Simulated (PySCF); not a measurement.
## Relaxation of singlet SO2(OH)2

These are results of PBE0/[S def2-SVP, O def2-SVP, H def2-SVP], no relativity, density fitting, PySCF, not measurements. A (50,194) grid was used.

A hand-made see-saw (ligand arrangement 1) (heavy-atom frame) start, of C2 symmetry, held to at least that symmetry:

Coordinates in bohr (charge 0 multiplicity 1):
```
S     0.0000    0.0000   -0.7664
O     0.0000    2.8427   -0.5177
O     0.0000   -2.8427   -0.5177
O     2.4720    0.0000    1.1650
O    -2.4720    0.0000    1.1650
H     3.3909   -1.3897    1.8829
H    -3.3909    1.3897    1.8829
```

Optimiser trace:
| step | E − E(last) (kJ/mol) | largest gradient (Eh/bohr) |
| --- | --- | --- |
| 0 | 535.80 | 0.21778 |
| 1 | 234.06 | 0.07834 |
| 2 | 95.99 | 0.06025 |
| 3 | 28.05 | 0.01997 |
| 4 | 3.25 | 0.01949 |
| 5 | 2.44 | 0.02459 |
| 6 | 0.56 | 0.00390 |
| 7 | 0.44 | 0.00214 |
| 8 | 0.26 | 0.00118 |
| 9 | 0.11 | 0.00335 |
| 10 | 0.03 | 0.00111 |
| 11 | 0.00 | 0.00033 |
| 12 | 0.00 | 0.00015 |

It ends at C2 with O–H 0.970 Å (×2), S–O 1.437 Å (×2), S–O 1.608 Å (×2); H–O–S 108.3° (×2), O–S–O 101.5°, O–S–O 105.7° (×2), O–S–O 108.4° (×2), O–S–O 124.7° (after a last refinement on a finer grid). A frequency run shows a minimum. Other isomers or separated fragments may lie lower.

Final geometry:
Z-matrix (Å, degrees; charge 0 multiplicity 1):
```
S
O  1 1.4370
O  1 1.4370 2 124.74
O  1 1.6078 2 105.73 3 126.50
O  1 1.6078 2 108.42 3 -125.35
H  4 0.9703 1 108.27 2 -162.10
H  5 0.9703 1 108.27 2 -26.23
```

The relaxation took of the order of 110 core-seconds on a shared host.
